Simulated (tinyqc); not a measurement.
UKS/exchange-only LDA in the sto-3g basis, for BH2, spin multiplicity 2, step by step (part 1 of 2). Computed by tinyqc, a small Python program that keeps every step (integrals from PySCF). Settings: charge = 0, multiplicity = 2, basis = sto-3g, energy threshold = 1e-08, iteration cap = 87, orthogonalisation = symmetric, start = highest core orbitals, DIIS depth = 3, method = UKS, functional = Slater exchange alone, grid = [15, 14]. Command: `OMP_NUM_THREADS=1 python tinyqc.py 20305 20306 out.jsonl` (the two numbers bound the seeds that draw the settings). One thread of a shared host (Intel(R) Xeon(R) Processor @ 2.60GHz), about 2 s of CPU time with the checks. Later iterations appear only in the table of the cycle.

## One-electron integrals

Geometry (angstrom):
```
atom,x,y,z
B,0.0000,0.0000,0.0000
H,0.0000,1.5150,0.6370
H,0.0000,-1.5150,0.6370
```

Basis sto-3g: exponents (1/bohr^2) and contraction coefficients of normalised primitives:
```
element,l (shell),exponent,coefficient
B,s (1),48.7911,0.1543
B,s (1),8.8874,0.5353
B,s (1),2.4053,0.4446
B,s (2),2.2370,-0.1000
B,s (2),0.5198,0.3995
B,s (2),0.1691,0.7001
B,p (3),2.2370,0.1559
B,p (3),0.5198,0.6077
B,p (3),0.1691,0.3920
H,s (1),3.4253,0.1543
H,s (1),0.6239,0.5353
H,s (1),0.1689,0.4446
```

Overlap, kinetic and nuclear-attraction integrals over the contracted functions; the nuclear repulsion is the sum of Za Zb / Rab.

nuclear repulsion = 3.394523 hartree

overlap S:
```
,1B 1s,1B 2s,1B 2px,1B 2py,1B 2pz,2H 1s,3H 1s
1B 1s,1.0000,0.2693,0.0000,0.0000,0.0000,0.0242,0.0242
1B 2s,0.2693,1.0000,0.0000,0.0000,0.0000,0.2729,0.2729
1B 2px,0.0000,0.0000,1.0000,0.0000,0.0000,0.0000,0.0000
1B 2py,0.0000,0.0000,0.0000,1.0000,0.0000,0.2964,-0.2964
1B 2pz,0.0000,0.0000,0.0000,0.0000,1.0000,0.1246,0.1246
2H 1s,0.0242,0.2729,0.0000,0.2964,0.1246,1.0000,0.0171
3H 1s,0.0242,0.2729,0.0000,-0.2964,0.1246,0.0171,1.0000
```

kinetic energy T (hartree):
```
,1B 1s,1B 2s,1B 2px,1B 2py,1B 2pz,2H 1s,3H 1s
1B 1s,10.8263,-0.0480,0.0000,0.0000,0.0000,-0.0069,-0.0069
1B 2s,-0.0480,0.3592,0.0000,0.0000,0.0000,0.0135,0.0135
1B 2px,0.0000,0.0000,1.1239,0.0000,0.0000,0.0000,0.0000
1B 2py,0.0000,0.0000,0.0000,1.1239,0.0000,0.0632,-0.0632
1B 2pz,0.0000,0.0000,0.0000,0.0000,1.1239,0.0266,0.0266
2H 1s,-0.0069,0.0135,0.0000,0.0632,0.0266,0.7600,-0.0064
3H 1s,-0.0069,0.0135,0.0000,-0.0632,0.0266,-0.0064,0.7600
```

nuclear attraction V (hartree):
```
,1B 1s,1B 2s,1B 2px,1B 2py,1B 2pz,2H 1s,3H 1s
1B 1s,-23.7914,-3.3128,0.0000,0.0000,-0.0076,-0.2990,-0.2990
1B 2s,-3.3128,-4.4122,0.0000,0.0000,-0.0748,-0.9428,-0.9428
1B 2px,0.0000,0.0000,-4.3411,0.0000,0.0000,0.0000,0.0000
1B 2py,0.0000,0.0000,0.0000,-4.4440,0.0000,-0.9536,0.9536
1B 2pz,-0.0076,-0.0748,0.0000,0.0000,-4.3593,-0.4079,-0.4079
2H 1s,-0.2990,-0.9428,0.0000,-0.9536,-0.4079,-3.0077,-0.0595
3H 1s,-0.2990,-0.9428,0.0000,0.9536,-0.4079,-0.0595,-3.0077
```

core Hamiltonian H = T + V (hartree):
```
,1B 1s,1B 2s,1B 2px,1B 2py,1B 2pz,2H 1s,3H 1s
1B 1s,-12.9651,-3.3608,0.0000,0.0000,-0.0076,-0.3059,-0.3059
1B 2s,-3.3608,-4.0530,0.0000,0.0000,-0.0748,-0.9293,-0.9293
1B 2px,0.0000,0.0000,-3.2172,0.0000,0.0000,0.0000,0.0000
1B 2py,0.0000,0.0000,0.0000,-3.3201,0.0000,-0.8904,0.8904
1B 2pz,-0.0076,-0.0748,0.0000,0.0000,-3.2354,-0.3814,-0.3814
2H 1s,-0.3059,-0.9293,0.0000,-0.8904,-0.3814,-2.2477,-0.0659
3H 1s,-0.3059,-0.9293,0.0000,0.8904,-0.3814,-0.0659,-2.2477
```

## Two-electron integrals

Functions are numbered as in S; the eight-fold symmetry (ij|kl) = (ji|kl) = (kl|ij) leaves the list below.

Two-electron integrals (ij|kl) in chemists' order, unique and non-zero (hartree):
```
i,j,k,l,(ij|kl)
1,1,1,1,2.9235
2,1,1,1,0.5184
2,1,2,1,0.1093
2,2,1,1,0.7442
2,2,2,1,0.1932
2,2,2,2,0.5448
3,1,3,1,0.0203
3,2,3,1,0.0300
3,2,3,2,0.1203
3,3,1,1,0.7425
3,3,2,1,0.1932
3,3,2,2,0.5447
3,3,3,3,0.5868
4,1,4,1,0.0203
4,2,4,1,0.0300
4,2,4,2,0.1203
4,3,4,3,0.0316
4,4,1,1,0.7425
4,4,2,1,0.1932
4,4,2,2,0.5447
4,4,3,3,0.5235
4,4,4,4,0.5868
5,1,5,1,0.0203
5,2,5,1,0.0300
5,2,5,2,0.1203
5,3,5,3,0.0316
5,4,5,4,0.0316
5,5,1,1,0.7425
5,5,2,1,0.1932
5,5,2,2,0.5447
5,5,3,3,0.5235
5,5,4,4,0.5235
5,5,5,5,0.5868
6,1,1,1,0.0463
6,1,2,1,0.0097
6,1,2,2,0.0173
6,1,3,3,0.0172
6,1,4,1,0.0006
6,1,4,2,0.0012
6,1,4,4,0.0174
6,1,5,1,2.63e-04
6,1,5,2,4.89e-04
6,1,5,4,7.90e-05
6,1,5,5,0.0172
6,1,6,1,0.0009
6,2,1,1,0.1395
6,2,2,1,0.0369
6,2,2,2,0.1185
6,2,3,3,0.1149
6,2,4,1,0.0037
6,2,4,2,0.0247
6,2,4,4,0.1239
6,2,5,1,0.0015
6,2,5,2,0.0104
6,2,5,4,0.0038
6,2,5,5,0.1165
6,2,6,1,0.0035
6,2,6,2,0.0400
6,3,3,1,0.0033
6,3,3,2,0.0162
6,3,4,3,0.0043
6,3,5,3,0.0018
6,3,6,3,0.0037
6,4,1,1,0.1324
6,4,2,1,0.0354
6,4,2,2,0.1198
6,4,3,3,0.1137
6,4,4,1,0.0061
6,4,4,2,0.0382
6,4,4,4,0.1303
6,4,5,1,0.0012
6,4,5,2,0.0092
6,4,5,4,0.0052
6,4,5,5,0.1151
6,4,6,1,0.0035
6,4,6,2,0.0469
6,4,6,4,0.0575
6,5,1,1,0.0557
6,5,2,1,0.0149
6,5,2,2,0.0504
6,5,3,3,0.0478
6,5,4,1,0.0012
6,5,4,2,0.0092
6,5,4,4,0.0512
6,5,5,1,0.0038
6,5,5,2,0.0201
6,5,5,4,0.0057
6,5,5,5,0.0520
6,5,6,1,0.0015
6,5,6,2,0.0197
6,5,6,4,0.0226
6,5,6,5,0.0133
6,6,1,1,0.3212
6,6,2,1,0.0864
6,6,2,2,0.3147
6,6,3,3,0.2984
6,6,4,1,0.0088
6,6,4,2,0.0811
6,6,4,4,0.3396
6,6,5,1,0.0037
6,6,5,2,0.0341
6,6,5,4,0.0173
6,6,5,5,0.3057
6,6,6,1,0.0083
6,6,6,2,0.1471
6,6,6,4,0.1854
6,6,6,5,0.0780
6,6,6,6,0.7746
7,1,1,1,0.0463
7,1,2,1,0.0097
7,1,2,2,0.0173
7,1,3,3,0.0172
7,1,4,1,-0.0006
7,1,4,2,-0.0012
7,1,4,4,0.0174
7,1,5,1,2.63e-04
7,1,5,2,4.89e-04
7,1,5,4,-7.90e-05
7,1,5,5,0.0172
7,1,6,1,0.0009
7,1,6,2,0.0032
7,1,6,4,0.0030
7,1,6,5,0.0013
7,1,6,6,0.0075
7,1,7,1,0.0009
7,2,1,1,0.1395
7,2,2,1,0.0369
7,2,2,2,0.1185
7,2,3,3,0.1149
7,2,4,1,-0.0037
7,2,4,2,-0.0247
7,2,4,4,0.1239
7,2,5,1,0.0015
7,2,5,2,0.0104
7,2,5,4,-0.0038
7,2,5,5,0.1165
7,2,6,1,0.0032
7,2,6,2,0.0227
7,2,6,4,0.0209
7,2,6,5,0.0110
7,2,6,6,0.0610
7,2,7,1,0.0035
7,2,7,2,0.0400
7,3,3,1,0.0033
7,3,3,2,0.0162
7,3,4,3,-0.0043
7,3,5,3,0.0018
7,3,6,3,0.0018
7,3,7,3,0.0037
7,4,1,1,-0.1324
7,4,2,1,-0.0354
7,4,2,2,-0.1198
7,4,3,3,-0.1137
7,4,4,1,0.0061
7,4,4,2,0.0382
7,4,4,4,-0.1303
7,4,5,1,-0.0012
7,4,5,2,-0.0092
7,4,5,4,0.0052
7,4,5,5,-0.1151
7,4,6,1,-0.0030
7,4,6,2,-0.0209
7,4,6,4,-0.0182
7,4,6,5,-0.0100
7,4,6,6,-0.0563
7,4,7,1,-0.0035
7,4,7,2,-0.0469
7,4,7,4,0.0575
7,5,1,1,0.0557
7,5,2,1,0.0149
7,5,2,2,0.0504
7,5,3,3,0.0478
7,5,4,1,-0.0012
7,5,4,2,-0.0092
7,5,4,4,0.0512
7,5,5,1,0.0038
7,5,5,2,0.0201
7,5,5,4,-0.0057
7,5,5,5,0.0520
7,5,6,1,0.0013
7,5,6,2,0.0110
7,5,6,4,0.0100
7,5,6,5,0.0070
7,5,6,6,0.0305
7,5,7,1,0.0015
7,5,7,2,0.0197
7,5,7,4,-0.0226
7,5,7,5,0.0133
7,6,1,1,0.0092
7,6,2,1,0.0024
7,6,2,2,0.0077
7,6,3,3,0.0075
7,6,4,4,0.0077
7,6,5,1,1.93e-04
7,6,5,2,0.0013
7,6,5,5,0.0078
7,6,6,1,2.21e-04
7,6,6,2,0.0020
7,6,6,4,0.0021
7,6,6,5,0.0011
7,6,6,6,0.0061
7,6,7,1,2.21e-04
7,6,7,2,0.0020
7,6,7,4,-0.0021
7,6,7,5,0.0011
7,6,7,6,1.35e-04
7,7,1,1,0.3212
7,7,2,1,0.0864
7,7,2,2,0.3147
7,7,3,3,0.2984
7,7,4,1,-0.0088
7,7,4,2,-0.0811
7,7,4,4,0.3396
7,7,5,1,0.0037
7,7,5,2,0.0341
7,7,5,4,-0.0173
7,7,5,5,0.3057
7,7,6,1,0.0075
7,7,6,2,0.0610
7,7,6,4,0.0563
7,7,6,5,0.0305
7,7,6,6,0.1746
7,7,7,1,0.0083
7,7,7,2,0.1471
7,7,7,4,-0.1854
7,7,7,5,0.0780
7,7,7,6,0.0061
7,7,7,7,0.7746
```

## Orthogonalisation

S = U s U^T; symmetric (Loewdin) form X = U s^(-1/2) U^T, so that X^T S X = 1.

eigenvalues of S: 0.5277  0.5721  0.8900  1.0000  1.0842  1.4108  1.5152

X:
```
,1B 1s,1B 2s,1B 2px,1B 2py,1B 2pz,2H 1s,3H 1s
1B 1s,1.0303,-0.1509,0.0000,0.0000,-0.0043,0.0190,0.0190
1B 2s,-0.1509,1.0970,0.0000,0.0000,0.0301,-0.1571,-0.1571
1B 2px,0.0000,0.0000,1.0000,0.0000,0.0000,0.0000,0.0000
1B 2py,0.0000,0.0000,0.0000,1.0771,0.0000,-0.1697,0.1697
1B 2pz,-0.0043,0.0301,0.0000,0.0000,1.0133,-0.0697,-0.0697
2H 1s,0.0190,-0.1571,0.0000,-0.1697,-0.0697,1.0778,-0.0091
3H 1s,0.0190,-0.1571,0.0000,0.1697,-0.0697,-0.0091,1.0778
```

## Starting guess

The start is the highest orbitals of the core Hamiltonian (a deliberately bad start); D(s) = C_occ C_occ^T for each spin.

D(alpha) at the start:
```
,1B 1s,1B 2s,1B 2px,1B 2py,1B 2pz,2H 1s,3H 1s
1B 1s,0.0105,-0.0488,0.0000,0.0000,0.0743,0.0410,0.0410
1B 2s,-0.0488,0.2400,0.0000,0.0000,-0.2708,-0.2676,-0.2676
1B 2px,0.0000,0.0000,1.0000,0.0000,0.0000,0.0000,0.0000
1B 2py,0.0000,0.0000,0.0000,0.1177,0.0000,-0.2681,0.2681
1B 2pz,0.0743,-0.2708,0.0000,0.0000,0.9144,-0.1231,-0.1231
2H 1s,0.0410,-0.2676,0.0000,-0.2681,-0.1231,1.2058,-0.0153
3H 1s,0.0410,-0.2676,0.0000,0.2681,-0.1231,-0.0153,1.2058
```

D(beta) at the start:
```
,1B 1s,1B 2s,1B 2px,1B 2py,1B 2pz,2H 1s,3H 1s
1B 1s,0.0105,-0.0488,0.0000,0.0000,0.0743,0.0410,0.0410
1B 2s,-0.0488,0.2400,0.0000,0.0000,-0.2708,-0.2676,-0.2676
1B 2px,0.0000,0.0000,0.0000,0.0000,0.0000,0.0000,0.0000
1B 2py,0.0000,0.0000,0.0000,0.1177,0.0000,-0.2681,0.2681
1B 2pz,0.0743,-0.2708,0.0000,0.0000,0.9144,-0.1231,-0.1231
2H 1s,0.0410,-0.2676,0.0000,-0.2681,-0.1231,1.2058,-0.0153
3H 1s,0.0410,-0.2676,0.0000,0.2681,-0.1231,-0.0153,1.2058
```

## Iteration 1: exchange-correlation on the grid

Becke grid with 15 radial and 14 angular points per atom, points of zero weight dropped. rho = sum D_ij phi_i phi_j; V_xc,ij = sum w v_xc phi_i phi_j; v_xc is d(rho eps)/d rho(s) for spin s.

The 12 grid points with the largest w rho, of 628 (bohr, atomic units):
```
x,y,z,w,rho(alpha),rho(beta),eps_xc,v_xc(alpha)
0.0000,0.0000,-1.8997,2.0650,0.0393,0.0393,-0.3163,-0.4217
0.0000,0.0000,-1.3000,0.7382,0.1055,0.1055,-0.4396,-0.5862
1.0968,-1.0968,-1.0968,2.3156,0.0272,0.0171,-0.2644,-0.3732
1.0968,1.0968,-1.0968,2.3156,0.0272,0.0171,-0.2644,-0.3732
-1.0968,-1.0968,-1.0968,2.3156,0.0272,0.0171,-0.2644,-0.3732
-1.0968,1.0968,-1.0968,2.3156,0.0272,0.0171,-0.2644,-0.3732
0.7506,-0.7506,-0.7506,0.8303,0.0738,0.0469,-0.3690,-0.5203
0.7506,0.7506,-0.7506,0.8303,0.0738,0.0469,-0.3690,-0.5203
-0.7506,-0.7506,-0.7506,0.8303,0.0738,0.0469,-0.3690,-0.5203
-0.7506,0.7506,-0.7506,0.8303,0.0738,0.0469,-0.3690,-0.5203
0.0000,0.0000,-0.8478,0.2331,0.1711,0.1711,-0.5165,-0.6887
0.0000,0.0000,-2.6778,5.2876,0.0070,0.0070,-0.1781,-0.2374
```

electrons on the grid, sum of w rho = 7.0121

E_xc = sum of w rho eps_xc = -2.356419 hartree

V_xc(alpha) (hartree):
```
,1B 1s,1B 2s,1B 2px,1B 2py,1B 2pz,2H 1s,3H 1s
1B 1s,-0.5001,-0.1403,0.0000,0.0000,0.0038,-0.0122,-0.0122
1B 2s,-0.1403,-0.3937,0.0000,0.0000,0.0288,-0.0956,-0.0956
1B 2px,0.0000,0.0000,-0.4204,0.0000,0.0000,0.0000,0.0000
1B 2py,0.0000,0.0000,0.0000,-0.3461,0.0000,-0.1027,0.1027
1B 2pz,0.0038,0.0288,0.0000,0.0000,-0.4156,-0.0430,-0.0430
2H 1s,-0.0122,-0.0956,0.0000,-0.1027,-0.0430,-0.4552,-0.0054
3H 1s,-0.0122,-0.0956,0.0000,0.1027,-0.0430,-0.0054,-0.4552
```

V_xc(beta) (hartree):
```
,1B 1s,1B 2s,1B 2px,1B 2py,1B 2pz,2H 1s,3H 1s
1B 1s,-0.4159,-0.1087,0.0000,0.0000,0.0055,-0.0095,-0.0095
1B 2s,-0.1087,-0.3034,0.0000,0.0000,0.0405,-0.0837,-0.0837
1B 2px,0.0000,0.0000,-0.2512,0.0000,0.0000,0.0000,0.0000
1B 2py,0.0000,0.0000,0.0000,-0.2927,0.0000,-0.0958,0.0958
1B 2pz,0.0055,0.0405,0.0000,0.0000,-0.3660,-0.0382,-0.0382
2H 1s,-0.0095,-0.0837,0.0000,-0.0958,-0.0382,-0.4506,-0.0045
3H 1s,-0.0095,-0.0837,0.0000,0.0958,-0.0382,-0.0045,-0.4506
```

## Iteration 1: building the Kohn-Sham matrix

J_ij = sum D_kl (ij|kl) with D = D(alpha) + D(beta); F = H + J + V_xc; E = tr D H + tr D J / 2 + E_xc + E_nn.

Coulomb J (hartree):
```
,1B 1s,1B 2s,1B 2px,1B 2py,1B 2pz,2H 1s,3H 1s
1B 1s,3.5194,0.9247,0.0000,0.0000,-0.0183,0.0825,0.0825
1B 2s,0.9247,2.8715,0.0000,0.0000,-0.0187,0.7469,0.7469
1B 2px,0.0000,0.0000,2.8142,0.0000,0.0000,0.0000,0.0000
1B 2py,0.0000,0.0000,0.0000,2.9065,0.0000,0.8128,-0.8128
1B 2pz,-0.0183,-0.0187,0.0000,0.0000,2.8912,0.3409,0.3409
2H 1s,0.0825,0.7469,0.0000,0.8128,0.3409,2.7985,0.0454
3H 1s,0.0825,0.7469,0.0000,-0.8128,0.3409,0.0454,2.7985
```

F(alpha) (hartree):
```
,1B 1s,1B 2s,1B 2px,1B 2py,1B 2pz,2H 1s,3H 1s
1B 1s,-9.9458,-2.5764,0.0000,0.0000,-0.0220,-0.2356,-0.2356
1B 2s,-2.5764,-1.5751,0.0000,0.0000,-0.0646,-0.2780,-0.2780
1B 2px,0.0000,0.0000,-0.8234,0.0000,0.0000,0.0000,0.0000
1B 2py,0.0000,0.0000,0.0000,-0.7596,0.0000,-0.1804,0.1804
1B 2pz,-0.0220,-0.0646,0.0000,0.0000,-0.7598,-0.0835,-0.0835
2H 1s,-0.2356,-0.2780,0.0000,-0.1804,-0.0835,0.0956,-0.0258
3H 1s,-0.2356,-0.2780,0.0000,0.1804,-0.0835,-0.0258,0.0956
```

F(beta) (hartree):
```
,1B 1s,1B 2s,1B 2px,1B 2py,1B 2pz,2H 1s,3H 1s
1B 1s,-9.8615,-2.5448,0.0000,0.0000,-0.0203,-0.2329,-0.2329
1B 2s,-2.5448,-1.4848,0.0000,0.0000,-0.0529,-0.2661,-0.2661
1B 2px,0.0000,0.0000,-0.6543,0.0000,0.0000,0.0000,0.0000
1B 2py,0.0000,0.0000,0.0000,-0.7062,0.0000,-0.1734,0.1734
1B 2pz,-0.0203,-0.0529,0.0000,0.0000,-0.7102,-0.0787,-0.0787
2H 1s,-0.2329,-0.2661,0.0000,-0.1734,-0.0787,0.1001,-0.0249
3H 1s,-0.2329,-0.2661,0.0000,0.1734,-0.0787,-0.0249,0.1001
```

total energy of this density = -7.065710 hartree

## Iteration 1: diagonalisation and new density

Diagonalise F' = X^T F X, C = X C', fill 4 alpha and 3 beta electrons from the bottom; D(s) = C_occ C_occ^T. Each column has its largest component positive (the first on a tie).

F' = X^T F X (alpha) (hartree):
```
,1,2,3,4,5,6,7
1,-9.8073,-1.1115,0.0000,0.0000,-0.0162,-0.0181,-0.0181
2,-1.1115,-1.0996,0.0000,0.0000,-0.0581,-0.1247,-0.1247
3,0.0000,0.0000,-0.8234,0.0000,0.0000,0.0000,0.0000
4,0.0000,0.0000,0.0000,-0.7424,0.0000,-0.1051,0.1051
5,-0.0162,-0.0581,0.0000,0.0000,-0.7585,-0.0411,-0.0411
6,-0.0181,-0.1247,0.0000,-0.1051,-0.0411,0.2203,-0.0125
7,-0.0181,-0.1247,0.0000,0.1051,-0.0411,-0.0125,0.2203
```

orbital energies (alpha) (hartree): MO1 -9.9472, MO2 -1.0013, MO3 -0.8234, MO4 -0.7645, MO5 -0.7443, MO6 0.2352, MO7 0.2549

coefficients C (alpha):
```
,MO1,MO2,MO3,MO4,MO5,MO6,MO7
1B 1s,1.0035,-0.2644,0.0000,0.0000,0.0656,0.0612,0.0000
1B 2s,-0.0138,1.0332,0.0000,0.0000,-0.2600,-0.3759,0.0000
1B 2px,0.0000,0.0000,1.0000,0.0000,0.0000,0.0000,0.0000
1B 2py,0.0000,0.0000,0.0000,1.0300,0.0000,0.0000,-0.3961
1B 2pz,0.0017,0.2720,0.0000,0.0000,0.9696,-0.1522,0.0000
2H 1s,0.0026,-0.0572,0.0000,-0.0546,-0.0171,0.7730,0.7852
3H 1s,0.0026,-0.0572,0.0000,0.0546,-0.0171,0.7730,-0.7852
```

F' = X^T F X (beta) (hartree):
```
,1,2,3,4,5,6,7
1,-9.7255,-1.1030,0.0000,0.0000,-0.0161,-0.0185,-0.0185
2,-1.1030,-1.0063,0.0000,0.0000,-0.0443,-0.1267,-0.1267
3,0.0000,0.0000,-0.6543,0.0000,0.0000,0.0000,0.0000
4,0.0000,0.0000,0.0000,-0.6853,0.0000,-0.1070,0.1070
5,-0.0161,-0.0443,0.0000,0.0000,-0.7082,-0.0414,-0.0414
6,-0.0185,-0.1267,0.0000,-0.1070,-0.0414,0.2225,-0.0125
7,-0.0185,-0.1267,0.0000,0.1070,-0.0414,-0.0125,0.2225
```

orbital energies (beta) (hartree): MO1 -9.8632, MO2 -0.9094, MO3 -0.7095, MO4 -0.6981, MO5 -0.6543, MO6 0.2406, MO7 0.2593

coefficients C (beta):
```
,MO1,MO2,MO3,MO4,MO5,MO6,MO7
1B 1s,1.0038,-0.2629,0.0000,0.0637,0.0000,0.0646,0.0000
1B 2s,-0.0150,1.0295,0.0000,-0.2528,0.0000,-0.3905,0.0000
1B 2px,0.0000,0.0000,0.0000,0.0000,1.0000,0.0000,0.0000
1B 2py,0.0000,0.0000,1.0256,0.0000,0.0000,0.0000,-0.4074
1B 2pz,0.0014,0.2628,0.0000,0.9715,0.0000,-0.1565,0.0000
2H 1s,0.0029,-0.0461,-0.0460,-0.0171,0.0000,0.7737,0.7857
3H 1s,0.0029,-0.0461,0.0460,-0.0171,0.0000,0.7737,-0.7857
```

D(alpha) after iteration 1:
```
,1B 1s,1B 2s,1B 2px,1B 2py,1B 2pz,2H 1s,3H 1s
1B 1s,1.0770,-0.2870,0.0000,0.0000,-0.0703,0.0177,0.0177
1B 2s,-0.2870,1.0676,0.0000,0.0000,0.2810,-0.0591,-0.0591
1B 2px,0.0000,0.0000,1.0000,0.0000,0.0000,0.0000,0.0000
1B 2py,0.0000,0.0000,0.0000,1.0608,0.0000,-0.0562,0.0562
1B 2pz,-0.0703,0.2810,0.0000,0.0000,0.0740,-0.0155,-0.0155
2H 1s,0.0177,-0.0591,0.0000,-0.0562,-0.0155,0.0063,0.0003
3H 1s,0.0177,-0.0591,0.0000,0.0562,-0.0155,0.0003,0.0063
```

D(beta) after iteration 1:
```
,1B 1s,1B 2s,1B 2px,1B 2py,1B 2pz,2H 1s,3H 1s
1B 1s,1.0768,-0.2858,0.0000,0.0000,-0.0677,0.0150,0.0150
1B 2s,-0.2858,1.0601,0.0000,0.0000,0.2706,-0.0475,-0.0475
1B 2px,0.0000,0.0000,0.0000,0.0000,0.0000,0.0000,0.0000
1B 2py,0.0000,0.0000,0.0000,1.0518,0.0000,-0.0472,0.0472
1B 2pz,-0.0677,0.2706,0.0000,0.0000,0.0691,-0.0121,-0.0121
2H 1s,0.0150,-0.0475,0.0000,-0.0472,-0.0121,0.0042,0.0000
3H 1s,0.0150,-0.0475,0.0000,0.0472,-0.0121,0.0000,0.0042
```

## Iteration 2: exchange-correlation on the grid

As before.

The 12 grid points with the largest w rho, of 628 (bohr, atomic units):
```
x,y,z,w,rho(alpha),rho(beta),eps_xc,v_xc(alpha)
0.0000,1.3000,0.0000,0.7188,0.1113,0.1110,-0.4474,-0.5969
0.0000,-1.3000,0.0000,0.7188,0.1113,0.1110,-0.4474,-0.5969
0.7506,-0.7506,0.7506,0.8241,0.0999,0.0723,-0.4132,-0.5757
-0.7506,0.7506,0.7506,0.8241,0.0999,0.0723,-0.4132,-0.5757
-0.7506,-0.7506,0.7506,0.8241,0.0999,0.0723,-0.4132,-0.5757
0.7506,0.7506,0.7506,0.8241,0.0999,0.0723,-0.4132,-0.5757
1.0968,-1.0968,1.0968,2.0857,0.0359,0.0256,-0.2934,-0.4093
-1.0968,1.0968,1.0968,2.0857,0.0359,0.0256,-0.2934,-0.4093
-1.0968,-1.0968,1.0968,2.0857,0.0359,0.0256,-0.2934,-0.4093
1.0968,1.0968,1.0968,2.0857,0.0359,0.0256,-0.2934,-0.4093
0.0000,1.8997,0.0000,1.4075,0.0389,0.0392,-0.3157,-0.4204
0.0000,-1.8997,0.0000,1.4075,0.0389,0.0392,-0.3157,-0.4204
```

electrons on the grid, sum of w rho = 6.9875

E_xc = sum of w rho eps_xc = -4.372039 hartree

V_xc(alpha) (hartree):
```
,1B 1s,1B 2s,1B 2px,1B 2py,1B 2pz,2H 1s,3H 1s
1B 1s,-1.7343,-0.2814,0.0000,0.0000,-0.0055,-0.0255,-0.0255
1B 2s,-0.2814,-0.4637,0.0000,0.0000,-0.0343,-0.0863,-0.0863
1B 2px,0.0000,0.0000,-0.4855,0.0000,0.0000,0.0000,0.0000
1B 2py,0.0000,0.0000,0.0000,-0.4825,0.0000,-0.0817,0.0817
1B 2pz,-0.0055,-0.0343,0.0000,0.0000,-0.4153,-0.0353,-0.0353
2H 1s,-0.0255,-0.0863,0.0000,-0.0817,-0.0353,-0.1289,-0.0058
3H 1s,-0.0255,-0.0863,0.0000,0.0817,-0.0353,-0.0058,-0.1289
```

V_xc(beta) (hartree):
```
,1B 1s,1B 2s,1B 2px,1B 2py,1B 2pz,2H 1s,3H 1s
1B 1s,-1.7182,-0.2688,0.0000,0.0000,-0.0059,-0.0245,-0.0245
1B 2s,-0.2688,-0.4081,0.0000,0.0000,-0.0383,-0.0800,-0.0800
1B 2px,0.0000,0.0000,-0.3832,0.0000,0.0000,0.0000,0.0000
1B 2py,0.0000,0.0000,0.0000,-0.4494,0.0000,-0.0785,0.0785
1B 2pz,-0.0059,-0.0383,0.0000,0.0000,-0.3835,-0.0339,-0.0339
2H 1s,-0.0245,-0.0800,0.0000,-0.0785,-0.0339,-0.1309,-0.0053
3H 1s,-0.0245,-0.0800,0.0000,0.0785,-0.0339,-0.0053,-0.1309
```

## Iteration 2: building the Kohn-Sham matrix

As before.

Coulomb J (hartree):
```
,1B 1s,1B 2s,1B 2px,1B 2py,1B 2pz,2H 1s,3H 1s
1B 1s,9.5959,2.0025,0.0000,0.0000,0.0260,0.1797,0.1797
1B 2s,2.0025,4.2173,0.0000,0.0000,0.1148,0.8881,0.8881
1B 2px,0.0000,0.0000,4.2115,0.0000,0.0000,0.0000,0.0000
1B 2py,0.0000,0.0000,0.0000,4.2717,0.0000,0.8857,-0.8857
1B 2pz,0.0260,0.1148,0.0000,0.0000,4.1558,0.3813,0.3813
2H 1s,0.1797,0.8881,0.0000,0.8857,0.3813,2.2693,0.0579
3H 1s,0.1797,0.8881,0.0000,-0.8857,0.3813,0.0579,2.2693
```

F(alpha) (hartree):
```
,1B 1s,1B 2s,1B 2px,1B 2py,1B 2pz,2H 1s,3H 1s
1B 1s,-5.1035,-1.6397,0.0000,0.0000,0.0130,-0.1517,-0.1517
1B 2s,-1.6397,-0.2993,0.0000,0.0000,0.0057,-0.1276,-0.1276
1B 2px,0.0000,0.0000,0.5089,0.0000,0.0000,0.0000,0.0000
1B 2py,0.0000,0.0000,0.0000,0.4691,0.0000,-0.0864,0.0864
1B 2pz,0.0130,0.0057,0.0000,0.0000,0.5051,-0.0353,-0.0353
2H 1s,-0.1517,-0.1276,0.0000,-0.0864,-0.0353,-0.1073,-0.0137
3H 1s,-0.1517,-0.1276,0.0000,0.0864,-0.0353,-0.0137,-0.1073
```

F(beta) (hartree):
```
,1B 1s,1B 2s,1B 2px,1B 2py,1B 2pz,2H 1s,3H 1s
1B 1s,-5.0874,-1.6271,0.0000,0.0000,0.0125,-0.1507,-0.1507
1B 2s,-1.6271,-0.2437,0.0000,0.0000,0.0017,-0.1212,-0.1212
1B 2px,0.0000,0.0000,0.6112,0.0000,0.0000,0.0000,0.0000
1B 2py,0.0000,0.0000,0.0000,0.5022,0.0000,-0.0832,0.0832
1B 2pz,0.0125,0.0017,0.0000,0.0000,0.5368,-0.0340,-0.0340
2H 1s,-0.1507,-0.1212,0.0000,-0.0832,-0.0340,-0.1094,-0.0132
3H 1s,-0.1507,-0.1212,0.0000,0.0832,-0.0340,-0.0132,-0.1094
```

total energy of this density = -23.439313 hartree
